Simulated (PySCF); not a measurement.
How well do the runs reproduce experiment for dimethyl sulfoxide?

**Experimental background.**

From NIST CCCBDB Release 22 (SRD 101), experimental dipoles, for the gas: dipole moment (microwave Stark effect) 3.96 D.

The runs below try to reproduce these values; the comparison stands at the end.

Species: dimethyl sulfoxide, C2H6OS.
Numbering: `[CH3:1][S:2]([CH3:3])=[O:4]` (hydrogens: H5, H6, H7 on C1; H8, H9, H10 on C3)

Structure used (GFN2-xTB), in Å, numbered top down from 1:
```
atom  x, y, z in Å
C1    -1.2856    0.1557   -0.4699
S2    -0.0786   -1.0606    0.2312
C3     1.3721    0.0830    0.1057
O4    -0.3910   -1.1600    1.6554
H5    -2.2675   -0.3059   -0.4480
H6    -1.0006    0.3761   -1.4922
H7    -1.2909    1.0531    0.1388
H8     1.1754    0.9829    0.6776
H9     2.2338   -0.4312    0.5189
H10    1.5418    0.3116   -0.9400
```

The PySCF runs (gas phase, on this GFN2-xTB geometry; no spin–orbit coupling):

```json
{"level": "PBE0/pcSseg-1", "job": "shieldings, charges and field gradients", "basis functions": "105", "wall time": "4.0 s"}
```

Hardware: one thread of an x86-64 server, no GPU, on a shared host.

## Comparison

**Dipole moment.** Measured: 3.96 D (NIST CCCBDB Release 22 (SRD 101), experimental dipoles).

```tsv
level	computed (D)	computed − measured (D)	% (from the printed values)
PBE0/pcSseg-1	3.77	-0.19	-5
```

The computed dipoles belong to one fixed geometry; measured ones are averaged over vibrations unless marked μe. Magnitudes are compared, not signs.

The geometry is computed, not the measured one. Where a level misses, the cause wasn't examined.
